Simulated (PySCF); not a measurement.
Species: C5H8O.
InChI=1S/C5H8O/c1-4-2-3-5(4)6/h5-6H,1-3H2/t5-/m0/s1

Torsions of this conformer, `[CH2:1]=[C:2]1[CH2:3][CH2:4][C@@H:5]1[OH:6]`: H–O6–C5–C4 176°.

The closed-shell ground state was solved at several levels (PySCF, density fitting, gas phase, non-relativistic). One conformer (not necessarily the lowest) at the PBE0-D3(BJ)/def2-SVP geometry, without solvent, vibrations or thermal averaging.

```
       level  basis functions  HOMO (eV)  LUMO (eV)  gap (eV)  dipole (D)
   LDA/pcJ-1              242      -6.16      -1.03      5.13        1.24
   PBE/pcJ-1              242      -5.99      -0.82      5.17        1.19
    HF/pcJ-1              242      -9.65       3.76     13.41        1.42
B3LYP/6-31G*              100      -6.63       0.43      7.06        1.24
 B97-2/pcJ-1              242      -6.93       0.11      7.04        1.26
  PBE0/pcJ-1              242      -7.18       0.15      7.33        1.27
```

Task: What might KT2/pcJ-1 (242 basis functions) give for the same quantities?

Result: HOMO -6.03 eV, LUMO -0.81 eV, gap 5.22 eV, dipole 1.15 D.

Task: Over all these levels, which gives the widest orbital gap and which the narrowest?

Result: HF/pcJ-1 (Hartree–Fock, all exact exchange) has the widest, 13.41 eV, and LDA/pcJ-1 (LDA) the narrowest, 5.13 eV. The two share the basis. From the narrowest to the widest the HOMO moves by -3.49 eV and the LUMO by +4.79 eV.

Task: In the pcJ-1 basis, how does the gap go with the fixed share of exact exchange?

Result: LDA (0 %) 5.13 eV; PBE (0 %) 5.17 eV; KT2 (0 %) 5.22 eV; B97-2 (21 %) 7.04 eV; PBE0 (25 %) 7.33 eV; HF (100 %) 13.41 eV. Each rise in the share widens the gap here.

Task: How far do the dipole and the HOMO energy spread over the levels?

Result: The dipole runs from 1.15 to 1.42 D (mean 1.25 D) and the HOMO from -9.65 to -5.99 eV.
